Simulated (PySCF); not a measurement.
**A diatomic session: LiB**

One table from this session's results is given with a row withheld; the runs are named, their logs left out.

The runs use PySCF 2.14.0; Li def2-SVPD, B def2-SVPD, no relativity.

Set-up of the first run:

Settings of the job:

```json
{"atoms": "Li, B", "charge": "0", "basis": "Li def2-SVPD, B def2-SVPD", "Hamiltonian": "no relativity", "basis functions": "32", "electrons treated": "8", "masses in u": "7.0160, 11.0093", "levels": "PBE0, PBE, r²SCAN, M06, PBEsol, M06-L, HF, MP2, SCS-MP2, CCSD, CCSD(T)", "grid": "80 radial by 434 angular points", "occupations": "held fixed by the projection of orbital angular momentum", "dissociation limit": "Li + B, each in its ground configuration", "starting distance in angstrom": "2.100", "values of 2S to try": "0, 2"}
```

Run with:

```bash
OMP_NUM_THREADS=1 python dia.py task.json out
```

Steps of the session up to this table: Input; The PBE0 curve of the state that the search chose; Higher solutions at PBE0; PBE (GGA); r²SCAN; M06; PBEsol (GGA); M06-L; UHF; MP2 and coupled cluster.

One of the session's tables, all rows but one given; the rest of the session is left out.

It belongs to the step «The curves together». Energy (eV) from each level's lowest point:

| R (Å) | UHF | UHF-MP2 | UHF-SCS-MP2 | UHF-CCSD | UHF-CCSD(T) |
| --- | --- | --- | --- | --- | --- |
| 1.835 | 0.367 | 0.349 | 0.343 | n/a | n/a |
| 1.921 | 0.172 | 0.163 | 0.159 | 0.162 | 0.165 |
| 2.006 | ? | ? | ? | ? | ? |
| 2.070 | 0.015 | 0.014 | 0.013 | 0.015 | 0.016 |
| 2.134 | 0.000 | 0.000 | 0.000 | 0.000 | 0.000 |
| 2.198 | 0.007 | 0.007 | 0.008 | 0.005 | 0.004 |
| 2.283 | 0.044 | 0.042 | 0.044 | 0.037 | 0.034 |
| 2.390 | 0.120 | 0.114 | 0.118 | 0.103 | 0.098 |
| 2.518 | 0.239 | 0.229 | 0.233 | 0.207 | 0.199 |
| 2.689 | 0.413 | 0.405 | 0.409 | n/a | n/a |

Q: Estimate the row for R (Å) = 2.006 from the others.

Worked estimate for «UHF». A straight line through the neighbours (1.921, 0.172) and (2.070, 0.015) gives 0.172 + (0.015 − 0.172) × (2.006 − 1.921) / (2.070 − 1.921) = 0.082; a parabola fitted to 4 rows on both sides gives 0.056.

The run gave: UHF: 0.058; UHF-MP2: 0.055; UHF-SCS-MP2: 0.053; UHF-CCSD: 0.056; UHF-CCSD(T): 0.058. In «UHF» the line misses by +0.024 and the parabola by -0.002.

State 3 has its PBE0 minimum 0.47 eV higher. State 4 has its PBE0 minimum 0.62 eV higher. The other levels ran on the lowest alone.
